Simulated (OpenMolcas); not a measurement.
**triplet SiNH3, step by step**

Wanted: a single-point energy (UHF/STO-3G), then the energy (CASSCF(2,2)/STO-3G), then a single-point energy (CASPT2(2,2)/STO-3G), then the energy (SC-NEVPT2(2,2)/STO-3G), then a single-point energy (MRCI(2,2)/STO-3G) of triplet SiNH3. 

Program for the calculation: OpenMolcas 26.06.

**1. The molecule**

SiNH3 has 5 atoms, charge 0, and is taken as a triplet. SMILES of the parent species: `N[SiH]`. Geometry: relaxed at GFN2-xTB. This is one conformer, not always the lowest. That shape belongs to the parent species and isn't relaxed for this state.

Bond lengths: N1–Si2 1.713 Å, N1–H3 1.011 Å, N1–H4 1.006 Å, Si2–H5 1.494 Å. Angles: N1–Si2–H5 96.3°, Si2–N1–H3 126.2°, Si2–N1–H4 122.7°, H3–N1–H4 111.2°.

**2. The energy at UHF/STO-3G (run 1)**

Input file step1.input:

```
* H3NSi Hartree-Fock

&GATEWAY
  BasLib=$CurrDir
  Coord
  5
  angstrom
  N       -0.298680      -0.469270       0.122940
  Si       0.005450       1.195020       0.389730
  H        0.189070      -1.067540      -0.529200
  H       -1.009510      -0.977570       0.620720
  H        1.113660       1.319360      -0.604190
  Basis=STO-3G
  Group=NoSym

&SEWARD

&SCF
  UHF
  Spin=3
  Scramble=0.25
  PrOrbitals=1 1
```

The basis set STO-3G is read from a file made from the Basis Set Exchange's data (not shown).

Run with:

```
$ export MOLCAS_MEM=1860
$ pymolcas step1.input > step1.log
```

Log:

```text
--- Start Module: gateway ---
[...]
--- Stop Module: gateway /rc=_RC_ALL_IS_WELL_ ---
--- Start Module: seward ---
[...]
      Basis functions           17
--- Stop Module: seward /rc=_RC_ALL_IS_WELL_ ---
--- Start Module: scf ---
[...]
       Convergence after  15 Iterations
[...]
::    Total SCF energy                               -340.9527994463
[...]
      Total spin, S                                     1.0003111689
[...]
      Total electronic charge=   24.000000
      Total            charge=   -0.000000
[...]
      Dipole Moment (debye):
      Origin of the operator (angstrom)=   -0.0830    0.5806    0.2691
                   X= -7.3248E-01               Y=  8.8249E-01               Z=  9.8161E-01           Total=  1.5096E+00
      Quadrupole Moment (debye*angstrom):
[...]
--- Stop Module: scf /rc=_RC_ALL_IS_WELL_ ---
[...]
```

Wall time 1.6 s (1 thread of Arm Neoverse V2, shared host); peak memory 0.37 GiB.

**3. A single-point energy at CASSCF(2,2)/STO-3G (run 2)**

Input file step2.inp:

```
* H3NSi CASSCF
>>> EXPORT MOLCAS_PRINT=2

&GATEWAY
 BASLIB=$CurrDir
 COORD
 5
 angstrom
 N       -0.298680      -0.469270       0.122940
 Si       0.005450       1.195020       0.389730
 H        0.189070      -1.067540      -0.529200
 H       -1.009510      -0.977570       0.620720
 H        1.113660       1.319360      -0.604190
 BASIS=STO-3G
 GROUP=NoSym

&SEWARD

&RASSCF
 FILEORB=$CurrDir/step1.UnaOrb
 SPIN=3
 NACTEL=2 0 0
 INACTIVE=11
 RAS2=2
 ORBLISTING=Nothing
```

The basis set STO-3G is read from a file made from the Basis Set Exchange's data (not shown).

Run with:

```
$ export MOLCAS_MEM=1860
$ pymolcas step2.inp > step2.log
```

Log:

```text
--- Start Module: gateway ---
[...]
--- Stop Module: gateway /rc=_RC_ALL_IS_WELL_ ---
--- Start Module: seward ---
[...]
      Basis functions           17
--- Stop Module: seward /rc=_RC_ALL_IS_WELL_ ---
--- Start Module: rasscf ---
[...]
      Number of active orbitals                  2
[...]
      Spin quantum number                      1.0
[...]
      Active orbitals                            2
[...]
      Number of CSFs                             1
[...]
      Number of root(s) required                 1
[...]
      Convergence after  7 iterations
[...]
      printout of CI-coefficients larger than  0.05 for root  1
      energy=    -340.952542
      conf/sym  11     Coeff  Weight
             1  uu   1.00000 1.00000
      Natural orbitals and occupation numbers for root  1
      sym 1:   1.000000   1.000000
      ************************************************************************************************************************
      *                                                    Final results                                                     *
[...]
::    RASSCF root number  1 Total energy:   -340.95254182
[...]
      Total electronic charge=   24.000000
      Total            charge=   -0.000000
[...]
      Dipole Moment (debye):
      Origin of the operator (angstrom)=   -0.0830    0.5806    0.2691
                   X= -7.3146E-01               Y=  8.8250E-01               Z=  9.8067E-01           Total=  1.5085E+00
      Quadrupole Moment (debye*angstrom):
[...]
--- Stop Module: rasscf /rc=_RC_ALL_IS_WELL_ ---
[...]
```

Run time: 1.5 s. Hardware: 1 thread of Arm Neoverse V2, shared host; peak memory 0.37 GiB.

**4. The energy at CASPT2(2,2)/STO-3G (run 3)**

Input file step3.inp:

```
* H3NSi CASPT2
>>> EXPORT MOLCAS_PRINT=2

&GATEWAY
 BasLib = $CurrDir
 Coord
 5
 angstrom
 N       -0.298680      -0.469270       0.122940
 Si       0.005450       1.195020       0.389730
 H        0.189070      -1.067540      -0.529200
 H       -1.009510      -0.977570       0.620720
 H        1.113660       1.319360      -0.604190
 Basis = STO-3G
 Group = NoSym

&SEWARD

&RASSCF
 FileOrb = $CurrDir/step2.RasOrb
 Spin = 3
 Nactel = 2 0 0
 Inactive = 11
 Ras2 = 2
 OrbListing = Nothing

&CASPT2
 Imaginary = 0.1
 Frozen = 6
```

The basis set STO-3G is read from a file made from the Basis Set Exchange's data (not shown).

Run with:

```
$ export MOLCAS_MEM=1860
$ pymolcas step3.inp > step3.log
```

Log:

```text
--- Start Module: gateway ---
[...]
--- Stop Module: gateway /rc=_RC_ALL_IS_WELL_ ---
[...]
      Basis functions           17
[...]
--- Start Module: rasscf ---
[...]
      Number of active orbitals                  2
[...]
      Spin quantum number                      1.0
[...]
      Active orbitals                            2
[...]
      Number of CSFs                             1
[...]
      Number of root(s) required                 1
[...]
      Convergence after  4 iterations
[...]
      printout of CI-coefficients larger than  0.05 for root  1
      energy=    -340.952542
      conf/sym  11     Coeff  Weight
             1  uu   1.00000 1.00000
      Natural orbitals and occupation numbers for root  1
      sym 1:   1.000000   1.000000
      ************************************************************************************************************************
      *                                                    Final results                                                     *
[...]
::    RASSCF root number  1 Total energy:   -340.95254182
[...]
      Total electronic charge=   24.000000
      Total            charge=   -0.000000
[...]
      Dipole Moment (debye):
      Origin of the operator (angstrom)=   -0.0830    0.5806    0.2691
                   X= -7.3145E-01               Y=  8.8251E-01               Z=  9.8066E-01           Total=  1.5085E+00
      Quadrupole Moment (debye*angstrom):
[...]
--- Stop Module: rasscf /rc=_RC_ALL_IS_WELL_ ---
--- Start Module: caspt2 ---
[...]
 ###    WARNING: User changed nr of frozen orbitals.                         ###
 ###############################################################################
[...]
      E2 (Variational):          -0.0632352352
      Total energy:            -341.0157770559
[...]
      Reference weight:           0.97297
[...]
::    CASPT2 Root  1     Total energy:   -341.01577706
[...]
--- Stop Module: caspt2 /rc=_RC_ALL_IS_WELL_ ---
[...]
```

Run time: 1.5 s. Hardware: 1 thread of Arm Neoverse V2, shared host; peak memory 0.37 GiB.

**5. A single-point energy at SC-NEVPT2(2,2)/STO-3G (run 4)**

Input file step4.input:

```
&GATEWAY
  BasLib
  $CurrDir
  Coord
  5
  angstrom
  N       -0.298680      -0.469270       0.122940
  Si       0.005450       1.195020       0.389730
  H        0.189070      -1.067540      -0.529200
  H       -1.009510      -0.977570       0.620720
  H        1.113660       1.319360      -0.604190
  Basis
  STO-3G
  Group
  NoSym

&SEWARD

&RASSCF
  FileOrb
  $CurrDir/step2.RasOrb
  Spin
  3
  Nactel
  2 0 0
  Inactive
  11
  Ras2
  2
  OrbListing
  Nothing

&CASPT2
  SC-NEVPT2
  Frozen
  6
```

The basis set STO-3G is read from a file made from the Basis Set Exchange's data (not shown).

Run with:

```
$ export MOLCAS_MEM=1860
$ pymolcas step4.input > step4.log
```

Log:

```text
--- Start Module: gateway ---

                                              &GATEWAY

                       available to each process: 1.9 GB of memory, 1 thread

 Basis Set     1 Label: N.STO-3G
 Basis set is read from library:.
 basistype.tbl is not found

 Basis Set     2 Label: SI.STO-3G
 Basis set is read from library:.
 basistype.tbl is not found

 Basis Set     3 Label: H.STO-3G
 Basis set is read from library:.
 basistype.tbl is not found

++    Symmetry information:
      ---------------------

                    Character Table for C1

                             E
                    a        1  x, y, xy, Rz, z, xz, Ry, yz, Rx, I
--

++    Basis set information:
      ----------------------

      Basis set label: N.STO-3G.........

      Electronic valence basis set:
      ------------------
      Associated Effective Charge   7.000000 au
      Associated Actual Charge      7.000000 au
      Nuclear Model: Point charge

      Shell  nPrim  nBasis  Cartesian Spherical Contaminant
         s       6       2        X
[... 121 lines left out ...]
      Nuclear repulsion energy =   50.91793563
[... 76 lines left out ...]
      Convergence after  4 iterations
[... 10 lines left out ...]
      printout of CI-coefficients larger than  0.05 for root  1
[... 1 line left out ...]
      conf/sym  11     Coeff  Weight
[... 6 lines left out ...]
      *                                                    Final results                                                     *
[... 6 lines left out ...]
      RASSCF energy for state  1                   -340.95254182
[... 12 lines left out ...]
::    RASSCF root number  1 Total energy:   -340.95254182
[... 29 lines left out ...]
      Dipole Moment (debye):
[... 28 lines left out ...]
      Spin density orbitals for root   1 are written to the SPDORB.1 file
[... 56 lines left out ...]
      Imaginary shift                            0.00
[... 11 lines left out ...]
++ NEVPT2 computation for group   1

********************************************************************************
 Multi-State initialization phase begins for group   1
--------------------------------------------------------------------------------
********************************************************************************
 Compute H0 matrices for state    1
--------------------------------------------------------------------------------
--------------------------------------------------------------------------------
 H0 matrices have been computed.

********************************************************************************
  NEVPT2 EQUATION SOLUTION
--------------------------------------------------------------------------------
 ###############################################################################
 ###    Location: AixRd                                                      ###
 ###    File: LUCIEX                                                         ###
 ###    Premature abort while reading buffer from disk                       ###
 ###    End of file reached                                                  ###
 ###############################################################################

--- Stop Module: caspt2 /rc=-6 ---

.########################.
.# Non-zero return code #.
.########################.

    Timing: Wall=1.29 User=1.01 System=0.27
```

Wall time 1.5 s (1 thread of Arm Neoverse V2, shared host); peak memory 0.37 GiB.

The job broke off with an error.

**6. A single-point energy at MRCI(2,2)/STO-3G (run 5)**

Input file step5.input:

```
&GATEWAY
 BasLib=$CurrDir
 Coord
 5
 angstrom
 N       -0.298680      -0.469270       0.122940
 Si       0.005450       1.195020       0.389730
 H        0.189070      -1.067540      -0.529200
 H       -1.009510      -0.977570       0.620720
 H        1.113660       1.319360      -0.604190
 Basis=STO-3G
 Group=NoSym

&SEWARD

&RASSCF
 FileOrb=$CurrDir/step2.RasOrb
 Spin=3
 Nactel=2 0 0
 Inactive=11
 Ras2=2
 OrbListing=Nothing

&MOTRA
 LumOrb
 Frozen=6

&GUGA
 Electrons=12
 Spin=3
 Inactive=5
 Active=2
 CIAll=1

&MRCI
 SDCI
```

The basis set STO-3G is read from a file made from the Basis Set Exchange's data (not shown).

Run with:

```
$ export MOLCAS_MEM=1860
$ pymolcas step5.input > step5.log
```

Log:

```text
--- Start Module: gateway ---
[...]
--- Stop Module: gateway /rc=_RC_ALL_IS_WELL_ ---
[...]
      Basis functions           17
[...]
      Number of active orbitals                  2
[...]
      Spin quantum number                      1.0
[...]
      Active orbitals                            2
[...]
      Number of CSFs                             1
[...]
      Number of root(s) required                 1
[...]
      Convergence after  4 iterations
[...]
      printout of CI-coefficients larger than  0.05 for root  1
      energy=    -340.952542
      conf/sym  11     Coeff  Weight
             1  uu   1.00000 1.00000
      Natural orbitals and occupation numbers for root  1
      sym 1:   1.000000   1.000000
      ************************************************************************************************************************
      *                                                    Final results                                                     *
[...]
::    RASSCF root number  1 Total energy:   -340.95254182
[...]
      Dipole Moment (debye):
      Origin of the operator (angstrom)=   -0.0830    0.5806    0.2691
                   X= -7.3145E-01               Y=  8.8251E-01               Z=  9.8066E-01           Total=  1.5085E+00
      Quadrupole Moment (debye*angstrom):
[...]
      *** WARNING: Default frozen orbitals is overwritten by user input.
      *** Default values:   3
[...]
--- Start Module: guga ---
[...]
--- Stop Module: guga /rc=_RC_ALL_IS_WELL_ ---
--- Start Module: mrci ---
[...]
       (But an ACPF correction will be computed)
       USE THE DEFAULT ACPF G-VALUE GFAC=  0.16666666666666666
[...]
                      CI ENERGY:  -341.03551585
[...]
                ACPF CORRECTION:    -0.00367764
[...]
      Total electronic charge=   24.000000
      Total            charge=   -0.000000
[...]
     ACPF CORRECTION:     -0.00367764
[...]
  CI State   1     Total energy:   -341.03551585     QDav:     -0.00445264     QACPF:     -0.00367764
[...]
--- Stop Module: mrci /rc=_RC_ALL_IS_WELL_ ---
[...]
```

It took 1.6 s on 1 thread of Arm Neoverse V2, shared host; peak memory 0.37 GiB.

**7. Summary of results**

| quantity | value |
| --- | --- |
| run 1, UHF/STO-3G: total energy | -340.95280 Eh |
| run 1, UHF/STO-3G: dipole moment | 1.51 D |
| run 1, UHF/STO-3G: HOMO energy (highest over α and β) | -3.40 eV |
| run 1, UHF/STO-3G: LUMO energy (lowest over α and β) | 4.86 eV |
| run 1, UHF/STO-3G: ⟨S²⟩ | 2.001 |
| run 2, CASSCF(2,2)/STO-3G: total energy | -340.95254 Eh |
| run 2, CASSCF(2,2)/STO-3G: dipole moment (CASSCF density) | 1.51 D |
| run 3, CASPT2(2,2)/STO-3G: total energy | -341.01578 Eh |
| run 3, CASPT2(2,2)/STO-3G: dipole moment (CASSCF density) | 1.51 D |
| run 5, MRCI(2,2)/STO-3G: total energy | -341.03552 Eh |
| run 5, MRCI(2,2)/STO-3G: dipole moment (CASSCF density) | 1.51 D |
| run 4, SC-NEVPT2(2,2)/STO-3G | no result (crashed) |

What this shows: Mulliken charges (run 2, CASSCF(2,2)/STO-3G) run from -0.61 on N1 to +0.50 on Si2; they depend strongly on the basis. Mulliken charges (run 5, MRCI(2,2)/STO-3G) of the CASSCF density run from -0.61 on N1 to +0.50 on Si2; they depend strongly on the basis. 1 of the 5 runs did not end normally.
